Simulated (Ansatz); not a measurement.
# BH3F− (SMILES [H][B-]([H])([H])F) at 6 levels

Wanted: a comparison of 6 runs (HF/STO-3G, UB3LYP/STO-3G, UPBE/STO-3G, r2SCAN/STO-3G, wB97X/STO-3G, CCSDT/STO-3G) of BH3F−. 

The calculation is run with Ansatz 0.2.0.

3 further runs of the same task are left out: 2 that didn't finish, 1 set aside as unsound or not needed.

**1. The structure to begin with**

The species is BH3F− (5 atoms), meant as a singlet with charge -1. SMILES: `[H][B-]([H])([H])F`. The H5–B1 distance was set to 2.452 Å, away from the relaxed value. At this shape a bond of the SMILES string is far longer than usual.

Bond lengths: B1–F2 1.447 Å, B1–H3 1.227 Å, B1–H4 1.228 Å. Angles: F2–B1–H3 108.4°, F2–B1–H4 108.4°, H3–B1–H4 110.5°.

**2. A single-point energy at HF/STO-3G (run 1)**

File job.yaml:

```yaml
crystal:
  periodic: [false, false, false]
  atoms:
    - {symbol: B, position_ang: [0.580989, 1.004542, 0.339453]}
    - {symbol: F, position_ang: [0.593839, 0.983242, 1.785813]}
    - {symbol: H, position_ang: [1.741409, 1.015902, -0.057687]}
    - {symbol: H, position_ang: [-0.009211, 2.016832, -0.027557]}
    - {symbol: H, position_ang: [-0.581670, -1.003790, -0.453700]}
basis:
  gaussian:
    orbitals: STO-3G
total_charge: -1
hamiltonian:
  xc: hf
accuracy: high
```

The run is started by

```sh
ansatz run job.yaml --threads 1 --pin off --max-ram 2610MiB --events-out events.jsonl --progress --plain --runs-dir runs
```

The program printed:

```text
Warning: RAYON_NUM_THREADS=1 ignored (pool sized by the plan → 1); use --threads N
Functional definition: HF
  name "HF"
  exchange = exact_x
  correlation = 0
207 factors; integrals over basis functions are off by at most 1.0e-8 eV
mean field evaluation 1: about -3366.8139 eV, gradient 1.7e1 eV
mean field evaluation 2: about -3366.8587 eV, gradient 1.7e1 eV
mean field evaluation 4: about -3369.5419 eV, gradient 1.7e0 eV
mean field evaluation 8: about -3369.5528 eV, gradient 1.4e-4 eV
mean field -3369.55280746 eV, -123.8287817093 hartree, gradient 1.2e-8 eV, S^2 0.000000; 0 other end points of the search recorded, 0 dependent functions left out
reference -3369.55280746 eV, -123.8287817093 hartree; 9, 9 occupied and 4, 4 virtual orbitals, 207 factors
Total energy: -3369.55280746 eV, -123.8287817093 hartree
```

Run time: 0.06 s. Hardware: 1 thread of Arm Neoverse V1, shared host.

**3. A single-point energy at UB3LYP/STO-3G (run 2)**

File input.yaml:

```yaml
crystal:
  periodic: [false, false, false]
  atoms:
    - {symbol: B, position_ang: [0.580989, 1.004542, 0.339453]}
    - {symbol: F, position_ang: [0.593839, 0.983242, 1.785813]}
    - {symbol: H, position_ang: [1.741409, 1.015902, -0.057687]}
    - {symbol: H, position_ang: [-0.009211, 2.016832, -0.027557]}
    - {symbol: H, position_ang: [-0.581670, -1.003790, -0.453700]}
basis:
  gaussian: {orbitals: STO-3G}
magnetization: {spin_polarized: true}
accuracy: high
total_charge: -1
hamiltonian: {xc: {name: B3LYP}}
```

The run is started by

```sh
ansatz run input.yaml --threads 1 --pin off --max-ram 2610MiB --events-out events.jsonl --progress --plain --runs-dir runs
```

The program printed:

```text
Warning: RAYON_NUM_THREADS=1 ignored (pool sized by the plan → 1); use --threads N
Functional definition: B3LYP
  name "B3LYP"
  parameter a0 = 0.2
  parameter ax = 0.72
  parameter ac = 0.81
  exchange = (1 - a0 - ax)*slater_x + ax*b88_x + a0*exact_x
  correlation = (1 - ac)*vwn_rpa_c + ac*lyp_c
207 factors; integrals over basis functions are off by at most 1.0e-8 eV
mean field evaluation 1: about -3371.3759 eV, gradient 4.8e1 eV
mean field evaluation 2: about -3365.9024 eV, gradient 3.2e1 eV
mean field evaluation 4: about -3387.0062 eV, gradient 8.0e0 eV
mean field evaluation 8: about -3387.6643 eV, gradient 1.6e-1 eV
mean field evaluation 16: about -3387.6155 eV, gradient 2.6e-6 eV
mean field evaluation 32: about -3384.8750 eV, gradient 9.7e0 eV
mean field -3387.63716109 eV, -124.4933694470 hartree, gradient 2.1e-8 eV, S^2 0.148588; 3 other end points of the search recorded, 0 dependent functions left out
reference -3387.63718566 eV, -124.4933703502 hartree; 9, 9 occupied and 4, 4 virtual orbitals, 207 factors
Total energy: -3387.63718566 eV, -124.4933703502 hartree
```

Run time: 2.2 s. Hardware: 1 thread of Arm Neoverse V1, shared host; peak memory 0.11 GiB.

Runs 3 to 4 aren't shown in full; the table further down has their settings and results.

**4. The energy at wB97X/STO-3G (run 5)**

File run.yaml:

```yaml
crystal:
  periodic: [false, false, false]
  atoms:
    - symbol: B
      position_ang: [0.580989, 1.004542, 0.339453]
    - symbol: F
      position_ang: [0.593839, 0.983242, 1.785813]
    - symbol: H
      position_ang: [1.741409, 1.015902, -0.057687]
    - symbol: H
      position_ang: [-0.009211, 2.016832, -0.027557]
    - symbol: H
      position_ang: [-0.581670, -1.003790, -0.453700]
basis:
  gaussian:
    orbitals: STO-3G
accuracy: high
total_charge: -1
hamiltonian:
  xc: {name: wB97X}
```

The run is started by

```sh
ansatz run run.yaml --threads 1 --pin off --max-ram 2610MiB --events-out events.jsonl --progress --plain --runs-dir runs
```

The program printed (excerpt; [...] marks lines left out):

```text
Warning: RAYON_NUM_THREADS=1 ignored (pool sized by the plan → 1); use --threads N
Functional definition: wB97X
  name "wB97X"
[...]
      + exact_x_lr(omega)
[...]
      + integral(e_c_pw_opposite_spin*poly(b97_u_opposite, 1, cos1, cos2, cos3, cos4))
207 factors; integrals over basis functions are off by at most 1.0e-8 eV
121 factors; integrals over basis functions are off by at most 7.3e-10 eV
[...]
mean field -3386.57476981 eV, -124.4543272875 hartree, gradient 9.2e-8 eV, S^2 0.000000; 0 other end points of the search recorded, 0 dependent functions left out
reference -3386.57476827 eV, -124.4543272311 hartree; 9, 9 occupied and 4, 4 virtual orbitals, 207 factors
Total energy: -3386.57476827 eV, -124.4543272311 hartree
```

It took 3 s on 1 thread of Arm Neoverse V1, shared host; peak memory 0.2 GiB.

**5. A single-point energy at CCSDT/STO-3G (run 6)**

File job.yaml:

```yaml
crystal:
  periodic: [false, false, false]
  atoms:
    - symbol: B
      position_ang: [0.580989, 1.004542, 0.339453]
    - symbol: F
      position_ang: [0.593839, 0.983242, 1.785813]
    - symbol: H
      position_ang: [1.741409, 1.015902, -0.057687]
    - symbol: H
      position_ang: [-0.009211, 2.016832, -0.027557]
    - symbol: H
      position_ang: [-0.581670, -1.003790, -0.453700]
basis:
  gaussian:
    orbitals: STO-3G
total_charge: -1
correlation:
  method: ccsdt
  frozen_orbitals: {B: 1, F: 1, H: 0}
accuracy: high
scf:
  omitted_lower_state_checks: [cluster_reference, increment]
```

The run is started by

```sh
ansatz run job.yaml --threads 1 --pin off --max-ram 2610MiB --events-out events.jsonl --progress --plain --runs-dir runs
```

The program printed (excerpt; [...] marks lines left out):

```text
Warning: RAYON_NUM_THREADS=1 ignored (pool sized by the plan → 1); use --threads N
[... 2 set-up lines as earlier in the session ...]
[...]
207 factors; integrals over basis functions are off by at most 1.0e-8 eV
[...]
mean field -3369.55280746 eV, -123.8287817093 hartree, gradient 1.2e-8 eV, S^2 0.000000; 0 other end points of the search recorded, 0 dependent functions left out; unrestricted orbitals would lower it
2 core orbitals not correlated: weight in the atoms' cores, before any rotation towards them, 1.000 or more for the frozen orbitals, at most 0.000 for the correlated occupied ones
reference -3369.55280746 eV, -123.8287817093 hartree; 7, 7 occupied and 4, 4 virtual orbitals, 207 factors
second order -2.33350457 eV of doubles, -0.00000000 eV of singles
cycle   1  -2.65966616 eV  change   -4.5e-1 eV  update   1.3e-1
[...]
cycle  26  -3.42528519 eV  change   -1.2e-9 eV  update  5.8e-10
WARN: these amplitudes may be one of several solutions (largest doubles amplitude 0.36, level shift 1.05 eV)
Total energy: -3372.97809265 eV, -123.9546586181 hartree
Checks for a lower state left out: cluster_reference, increment
```

Wall time 0.18 s (1 thread of Arm Neoverse V1, shared host).

**6. All runs side by side**

| run | level | frozen core orbitals | energy (Eh) | wall time |
| --- | --- | --- | --- | --- |
| 1 | HF/STO-3G | – | -123.828782 | 0.06 s |
| 2 | UB3LYP/STO-3G | – | -124.493370 | 2.2 s |
| 3 | UPBE/STO-3G | – | -124.347690 | 1.4 s |
| 4 | r2SCAN/STO-3G | – | -124.445012 | 1.6 s |
| 5 | wB97X/STO-3G | – | -124.454327 | 3 s |
| 6 | CCSDT/STO-3G | 2 | -123.954659 | 0.18 s |

**7. What came out**

| quantity | value |
| --- | --- |
| run 6: total energy | -123.95466 Eh |
| run 6: correlation energy (2 core orbitals frozen) | -125.9 mEh |
| run 6: T1 diagnostic | 0.046 |

Totals of different functionals can't be ranked against each other. In run 6 the log says that unrestricted orbitals would lower the reference, so the values rest on an unstable closed-shell determinant (other closed-shell runs at this shape may share the fault). In runs 1, 2, 3, 4, 5, 6 the basis is minimal, so the values are rough. Spin contamination of the reference: run 2 ⟨S²⟩ = 0.15. All runs together took 8.5 s, the longest 3 s.
